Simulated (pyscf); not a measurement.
A first-order saddle from PySCF, ωB97X-D3(BJ)/def2-SVP:

```
B
O 1 1.3965
O 1 1.3995 2 117.67
C 2 1.4018 1 122.62 3 151.90
H 4 1.1016 2 108.59 1 -165.18
H 4 1.1036 5 108.46 2 -121.67
C 3 1.4037 1 117.60 2 50.62
H 7 1.1014 3 108.83 1 -175.48
H 7 1.1044 8 108.67 3 -121.60
H 4 1.1069 5 107.60 6 -116.45
H 7 1.1071 8 108.13 9 -117.36
O 1 1.5727 2 115.92 4 22.92
H 12 0.9680 1 107.33 2 134.65
H 12 1.1859 13 112.59 1 -79.84
O 14 1.2525 12 126.67 13 104.35
C 15 1.4122 14 125.95 12 116.48
H 16 1.1013 15 109.68 14 -122.06
H 16 1.1015 17 109.16 15 119.77
H 16 1.1044 17 108.50 18 118.05
```

Surface: singlet, charge 0. Lowest wavenumbers (cm⁻¹): 1211i, 29, 53, 90, 138.

**Question.** What reaction is this the transition state of?

**Answer.** H₃C–O–B(O–CH₃)–O–CH₃ (SMILES COB(OC)OC) + H₂O (SMILES O) <-> H₃C–OH (SMILES CO) + H₃C–O–B(OH)–O–CH₃ (SMILES COB(O)OC), a four-centre exchange read from left to right: B–O, H–O broken and H–O, B–O formed. At ωB97M-D3(BJ)/def2-TZVP it lies +23.8 kcal/mol from the left side and +23.9 kcal/mol from the right (each side as separated species at their lowest minima found). On the product side the descent ends in a complex, 4.4 kcal/mol under the separated species and 28.7 kcal/mol under the saddle at ωB97X-D3(BJ)/def2-TZVP. The reactants may also form a dative adduct at H₃C–O–B(O–CH₃)–O–CH₃; it and routes through it were not searched. The products may also form a dative adduct at H₃C–O–B(OH)–O–CH₃; it and routes through it were not searched. H₃C–O–B(O–CH₃)–O–CH₃ lies 30.1 kcal/mol over its isomer H₃C–CH(CH₃)–O–B(OH)–OH (electronic energy, ωB97M-D3(BJ)/def2-TZVP). H₃C–O–B(OH)–O–CH₃ lies 15.6 kcal/mol over its isomer H₃C–CH₂–O–B(OH)–OH (electronic energy, ωB97M-D3(BJ)/def2-TZVP). This is the saddle that the search found; another between the same sides may lie lower.
